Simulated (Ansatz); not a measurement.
Reaction (SMILES): [OH] (OH) → H atom + O atom
B3LYP-D3(BJ)/def2-TZVP geometries, fixed; electronic energies without zero-point terms.

Basis-set convergence of the atomisation energy at PBE with Ansatz (an electronic-structure program). Cartesian d functions, on some or all atoms, in 6-31G*, 6-31G**, 6-31+G*; all else is spherical. The program fits the integrals of some runs and decomposes those of others, by size. Open shells are unrestricted. No added dispersion term, no relativity. Functions are those of the species that has most. Reference: the value in aug-cc-pV5Z, 110.04 kcal/mol, itself unsure by roughly 0.01 kcal/mol (its mean distance from pcseg-4, aug-pcseg-3, aug-cc-pVQZ). Deviations are taken from unrounded values.

| basis | functions | atomisation energy (kcal/mol) | minus reference (kcal/mol) |
|---|---|---|---|
| 6-31G* | 17 | 103.81 | -6.23 |
| def2-SVP | 19 | 105.47 | -4.56 |
| pcseg-1 | 19 | 105.15 | -4.89 |
| 6-31G** | 20 | 106.99 | -3.04 |
| 6-31+G* | 21 | 105.80 | -4.23 |
| 6-311G** | 24 | 106.43 | -3.60 |
| aug-cc-pVDZ | 32 | 108.55 | -1.48 |
| aug-pcseg-1 | 32 | 108.76 | -1.28 |
| 6-311++G(2d,2p) | 37 | 109.62 | -0.41 |
| def2-TZVP | 37 | 108.21 | -1.82 |
| pcseg-2 | 44 | 109.53 | -0.51 |
| 6-311++G(3df,3pd) | 57 | 110.28 | 0.25 |
| aug-cc-pVTZ | 69 | 109.77 | -0.27 |
| aug-pcseg-2 | 69 | 110.03 | -0.01 |
| pcseg-3 | 93 | 110.00 | -0.04 |
| aug-cc-pVQZ | 126 | 110.04 | 0.00 |
| aug-pcseg-3 | 134 | 110.04 | 0.01 |
| aug-cc-pV5Z | 207 | 110.04 | 0.00 |

The smallest set listed that lies within 1 kcal/mol of the reference with all its larger relatives (same family, alike in diffuse functions; a set with none counts only in the reference's own line) is 6-311++G(2d,2p) (37 functions, -0.41 kcal/mol off). (Relatives not listed, tested too: pcseg-4 -0.02 kcal/mol.)
